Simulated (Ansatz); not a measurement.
Reaction (hydrogen abstraction from a C–H bond): `COC=O` + Cl• → `CO[C]=O`• + HCl

Gas-phase electronic energies from Ansatz, PBE0-D4/def2-TZVP geometries. CCSD(T)/CBS is the MP2 limit (def2-TZVPP, def2-QZVPP) plus CCSD(T) − MP2 in def2-TZVPP, frozen cores. This one scheme is used for every species, atoms too. Functionals use def2-TZVPP. Open shells (•) are unrestricted, without spin–orbit coupling. Spin–orbit coupling would lower the free atoms: a little for Cl. One conformer a species, not always the lowest.

(1) Is it downhill or uphill in electronic energy at CCSD(T)/CBS, and by how much? (Best estimate.)

(2) What do these levels give: revPBE-D4, r2SCAN-D4, PBE0-D4, ωB97M-V, PBE0, LC-ωPBE? (An estimate is asked.)

Largest T1 diagnostic among the species: 0.020.

Answers

(1) The calculation gave: Downhill: ΔE = -3.9 kJ/mol.

(2) Computed: revPBE-D4 -18.3, r2SCAN-D4 -19.3, PBE0-D4 -10.0, ωB97M-V -5.2, PBE0 -10.7, LC-ωPBE -4.4 kJ/mol.

In def2-TZVPP, CCSD(T) changes the Hartree–Fock value by −30.1 kJ/mol (the triples alone add −6.2 kJ/mol) and MP2 by −34.5 kJ/mol. From PBE to PBE0 (25 % exact exchange), in def2-TZVPP and without D4, ΔE moves by +12.0 kJ/mol.
